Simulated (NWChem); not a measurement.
**sulfur dioxide (O2S)**

SMILES: O=S=O
```xyz
3

O      1.2504     0.0000    -0.3713
S      0.0000     0.0000     0.3713
O     -1.2504     0.0000    -0.3713
```
Charge 0, spin multiplicity 1.

Everything below was run with NWChem. All single points use one geometry, from PBE0/def2-SVP, a minimum by its harmonic frequencies.

Static limit. This basis has no diffuse functions, which lowers polarisabilities.

The Pople sets run with spherical d functions.

### Question
Give the polarisability tensor in bohr³ at HF/6-31G* (spherical d), in the frame of the coordinates, and its isotropic mean.

### Answer
```
28.56   0.00   0.00
 0.00  12.71   0.00
 0.00   0.00  14.73
```
Mean (one third of the trace): 18.67 bohr³.
